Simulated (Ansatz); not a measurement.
System: TlInSe2 (I4/mcm, No. 140). Method: B3LYP (VWN-RPA form) (Ansatz, a program for electronic structure, PAW).

Run with plane-wave cutoff 460 eV, 4×4×4 k mesh, Fermi–Dirac smearing 0.01 eV, scalar-relativistic PAW data made under PBE.

Cell (measured lattice):

InTlSe$_{2}$ is modelled in the tetragonal space group I4/mcm (No. 140), Pearson symbol tI16. Cell: a = b = 8.075 Å, c = 6.847 Å, α = β = γ = 90.00°. In on 4b has 4 Se at 2.600 Å (tetrahedral). Tl on 4a is coordinated by 8 Se at 3.448 Å. Se on 8h is surrounded by 2 In at 2.600 Å and 4 Tl at 3.448 Å. (Neighbours: up to the widest gap in distance over summed covalent radii, below 1.35, at either atom; cation-cation and far metal-metal contacts left out.)
(The calculation used a cell of 8 atoms; values per cell refer to that cell.)

Q: What does this level give for the band gap and direct gap at Γ?

A: 
* **band gap**: 1.61 eV (on the SCF k mesh)
* **direct gap at Γ**: 4.20 eV

Measured, for comparison: band gap 1.12 eV (temperature not stated, no zero-point or thermal correction, thermal gap; as tabulated in arXiv:0804.1639).

Note: cell and atoms aren't relaxed at this level (pressure 4.4 GPa).

Spin–orbit coupling is not included; with these elements it can move the gap by several tenths of an eV or more.

The computed numbers hold no vibrational or temperature effects.

Computing time: roughly 4 core-minutes.
